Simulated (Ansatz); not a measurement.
A calculation with Ansatz (development build ahead of 0.2.0).

```yaml
crystal:
  periodic: [false, false, false]
  atoms:
    - { symbol: C, position_ang: [0.02778, 0.5251, -0.31217] }
    - { symbol: H, position_ang: [-0.04656, 1.50531, 0.21058] }
    - { symbol: O, position_ang: [-0.01513, -0.57249, 0.26266] }
basis:
  gaussian: { orbitals: STO-3G }
magnetization:
  spin_polarized: true
  initial_magnetization: 1
hamiltonian:
  xc: hf
correlation:
  method: mp2
  frozen_orbitals: { C: 1, H: 0, O: 1 }
```

The input is written out in the form of the current development build from the run's settings.

Output:

```
Converged                       : yes
Reference energy                : -111.73814 hartree
Correlation energy              : -0.07862 hartree
Total energy                    : -111.81676 hartree
Spin squared of the determinant : 1.148
```

Caution: the unrestricted determinant is spin contaminated.
